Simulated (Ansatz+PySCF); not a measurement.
singlet HClO: levels of theory in one basis

```yaml
atoms:
  - { symbol: O, position_ang: [0.0000, 0.8387, -0.7152] }
  - { symbol: H, position_ang: [0.0000, 1.5947, -0.1097] }
  - { symbol: Cl, position_ang: [0.0000, -0.4885, 0.3430] }
```

Basis set: def2-SVP (spherical functions). Frozen core: 6 orbitals. Charge 0, multiplicity 1.

Computed with Ansatz (development build ahead of 0.2.0); each method stands on the lowest determinant of its kind that the runs found. NEVPT2 correlates all electrons. Active spaces start from the frontier orbitals, and the lowest solution found is given.

```csv
method,E − E(RHF) (eV),<S²> of the determinant
RHF,0.00,0.00
RHF-MP2,-8.92,–
RHF-CCSD,-9.45,–
"CASSCF(2,2)",-0.86,–
"SC-NEVPT2(2,2)",-9.23,–
```

(1) What does RHF-CCSD(T) give on the same scale?

(2) Is a single determinant a sound starting point here?

## Answers

(1) -9.65 eV.

(2) By this sign, yes. Unrestricted orbitals gain 0.00 eV and <S²> is 0.00 against 0.00 for a pure state. The CASSCF(2,2) natural occupations are 1.94, 0.06.

Caution for CASSCF(2,2): other starts end on other solutions of this active space.
